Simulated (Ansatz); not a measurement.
Input file for `CCC(C)=O`:

```yaml
crystal:
  periodic: [false, false, false]
  atoms:
    - {symbol: C, position_ang: [-1.145609, 1.128608, -0.438038]}
    - {symbol: C, position_ang: [0.103993, 0.866561, 0.400164]}
    - {symbol: C, position_ang: [0.917559, -0.253837, -0.206587]}
    - {symbol: C, position_ang: [0.580945, -1.652294, 0.236708]}
    - {symbol: O, position_ang: [1.778935, -0.032945, -1.021755]}
    - {symbol: H, position_ang: [-1.729783, 1.946280, -0.012249]}
    - {symbol: H, position_ang: [-0.871161, 1.401489, -1.458701]}
    - {symbol: H, position_ang: [-1.791752, 0.248454, -0.484653]}
    - {symbol: H, position_ang: [-0.181696, 0.612407, 1.425327]}
    - {symbol: H, position_ang: [0.731280, 1.759626, 0.423420]}
    - {symbol: H, position_ang: [-0.499803, -1.816352, 0.230889]}
    - {symbol: H, position_ang: [0.914803, -1.787154, 1.270546]}
    - {symbol: H, position_ang: [1.077486, -2.382245, -0.399771]}
basis:
  gaussian: {orbitals: def2-TZVPP}
correlation: {method: ccsd_t}
```

```sh
$ ansatz run in.yaml --threads 4 --pin off --events-out ev --progress --plain
```

Output of Ansatz, abridged:

```
Functional definition: HF
1577 factors; integrals over basis functions are off by at most 9.3e-4 eV
mean field evaluation 1: about -6283.4906 eV, gradient 4.3e1 eV
mean field evaluation 2: about -6283.7164 eV, gradient 4.3e1 eV
mean field evaluation 4: about -6288.1276 eV, gradient 5.9e0 eV
mean field evaluation 8: about -6288.2388 eV, gradient 4.7e-1 eV
mean field evaluation 16: about -6288.2405 eV, gradient 1.7e-6 eV
mean field -6288.24049472 eV, -231.0885758585 hartree, gradient 1.7e-6 eV, S^2 0.000000; 0 other end points of the search recorded, 0 dependent functions left out
5 core orbitals not correlated: weight in the atoms' cores, before any rotation towards them, 1.000 or more for the frozen orbitals, at most 0.000 for the correlated occupied ones
reference -6288.24049472 eV, -231.0885758585 hartree; 15, 15 occupied and 247, 247 virtual orbitals, 1577 factors
second order -24.82396471 eV of doubles, -0.00000000 eV of singles
cycle   1  -25.17690284 eV  change   -3.5e-1 eV  update   1.1e-1
cycle   2  -25.78277041 eV  change   -6.1e-1 eV  update   3.4e-2
cycle   3  -25.94066084 eV  change   -1.6e-1 eV  update   1.8e-2
cycle   4  -25.93144930 eV  change    9.2e-3 eV  update   4.4e-3
cycle   5  -25.93102073 eV  change    4.3e-4 eV  update   2.0e-3
cycle   6  -25.93159461 eV  change   -5.7e-4 eV  update   6.5e-4
cycle   7  -25.93132990 eV  change    2.6e-4 eV  update   2.5e-4
cycle   8  -25.93130977 eV  change    2.0e-5 eV  update   8.5e-5
cycle   9  -25.93134291 eV  change   -3.3e-5 eV  update   3.0e-5
perturbative correction -1.05898284 eV, -0.0389169017 hartree
Total energy: -6315.23082048 eV, -232.0804520353 hartree
```

Run time 4.2 min (4 threads of a server CPU on a shared host); peak host memory 7.2 GiB.

The correlation energy is -26.990 eV, 3.9 % of it from (T); the T1 diagnostic reads 0.0126.
